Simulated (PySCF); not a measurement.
Atoms are numbered as in `[CH2:1]=[CH:2][C:3](=[CH2:4])[CH:5]=[O:6]` (H(Xn): hydrogen on atom n). Ha(C4) is cis to C2; Ha(C1) is cis to C3; Hb(C4) is trans to C2; Hb(C1) is trans to C3.

No solvent model, a single conformation, non-relativistic Hamiltonian. PBE0-D3(BJ)/def2-SVP structure; NMR shieldings at PBE0/pcSseg-1/GIAO; couplings computed with B3LYP/pcJ-1 (without the spin–dipole term); PySCF 2.14.

Chemical shifts δ = σref − σ; 1H (σ = 31.27 ppm) vs TMS, all at this level.

The spectrum was simulated from the full spin Hamiltonian at 90 MHz with 1.0 Hz Lorentzian lines, from shifts rounded to 0.01 ppm and J to 0.1 Hz, couplings under 1 Hz left out.

Q: List the maxima of its 1H spectrum with integrals.

A: 
Maxima in ppm (height), grouped by integral:
1H: 10.173 (99), 10.147 (100)
3H: 6.912 (24), 6.771 (27), 6.692 (86), 6.676 (67), 6.666 (64), 6.654 (45), 6.643 (37), 6.552 (79), 6.357 (67), 6.348 (68), 6.138 (26), 6.129 (24)
2H: 5.662 (38), 5.656 (43), 5.643 (37), 5.633 (36), 5.614 (38), 5.602 (52), 5.589 (59), 5.577 (50), 5.565 (35), 5.552 (23), 5.536 (23), 5.525 (28), 5.523 (28), 5.514 (33)

Q: Summarise it as multiplets with assignments.

A: 1H NMR (90 MHz, computed): δ 10.16 (d, J = 2.4 Hz, 1H, H(C5)), 6.70 (m, 1H, H(C2)), 6.67 (td, J = 2.0, 1.1 Hz, 1H, Hb(C4)), 6.27 (m, 1H, Ha(C1)), 5.59 (m, 1H, Ha(C4)), 5.59 (m, 1H, Hb(C1)). These are first-order names; overlap and second-order distortion can hide them in the list.

Multiplet labels drop couplings under 1 Hz and merge nearly equal ones. Unscaled 3J(H,H) at this level run about 10 % above measured values.
